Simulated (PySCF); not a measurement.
# Cost against result

Saddle point of SiNH7, singlet (SiH₄ + NH₃ → SiNH₅ ([NH2][SiH3]) + H₂; bonds formed: Si1–N7, H2–H6; bonds broken: Si1–H2, H6–N7), PBE0-D4/def2-TZVP structure:

```json
{"atom": "Si1", "x (Å)": "-0.0155", "y (Å)": "-0.0435", "z (Å)": "0.8216"}
{"atom": "H2", "x (Å)": "1.6370", "y (Å)": "0.0551", "z (Å)": "-0.0557"}
{"atom": "H3", "x (Å)": "0.4801", "y (Å)": "-1.3391", "z (Å)": "1.3454"}
{"atom": "H4", "x (Å)": "-1.4880", "y (Å)": "-0.1087", "z (Å)": "1.1827"}
{"atom": "H5", "x (Å)": "0.3994", "y (Å)": "1.2187", "z (Å)": "1.4798"}
{"atom": "H6", "x (Å)": "0.8626", "y (Å)": "0.0766", "z (Å)": "-0.9337"}
{"atom": "N7", "x (Å)": "-0.3259", "y (Å)": "0.0436", "z (Å)": "-1.0305"}
{"atom": "H8", "x (Å)": "-0.8017", "y (Å)": "0.8767", "z (Å)": "-1.3614"}
{"atom": "H9", "x (Å)": "-0.7481", "y (Å)": "-0.7794", "z (Å)": "-1.4482"}
```

Barriers are electronic and count from the start structure reached by relaxing down the imaginary mode.

Computed with PySCF 2.14 with density fitting (its default auxiliary sets; JK sets also for MP2 and CCSD(T)) (basis: as named in each row); correlated methods freeze the cores. B3LYP uses VWN-RPA correlation. Extrapolation: Hartree–Fock as exp(−7.88 √X), correlation as X^−2.97.

Times are rough, for one single point on 4 threads of a shared host (Arm Neoverse V1).

The estimate by CCSD(T) at an estimated basis limit (MP2 extrapolated from triple and quadruple zeta, plus CCSD(T) − MP2 in triple zeta) is 2.031 eV.

```tsv
method	basis	time (s)	barrier (eV)	method less estimate
HF	STO-3G	under 1	3.831	1.800
B3LYP-D4	6-31G	2	2.086	0.055
PBE0-D4	def2-SVP	3	1.822	-0.209
MP2	def2-QZVPP	3	1.999	-0.032
PBE-D4	def2-SVP	3	1.658	-0.373
SPW92	def2-TZVPP	5	1.357	-0.673
CCSD(T)	def2-SVP	6	2.215	0.184
PBE-D4	def2-TZVPP	7	1.684	-0.347
PBE0-D4	def2-TZVPP	7	1.816	-0.215
B3LYP-D4	def2-TZVPP	7	1.970	-0.061
BHLYP-D4	def2-TZVPP	7	2.137	0.106
r2SCAN-D4	def2-TZVPP	16	1.798	-0.233
CCSD(T)	def2-TZVPP	120	2.077	0.046
wB97M-V	def2-TZVPP	130	1.976	-0.055
```

All methods are single points on the PBE0-D4 structures.

The T1 diagnostic stays at or below 0.012.

Labels in which every atom is bracketed show which atoms are joined, not bond orders.
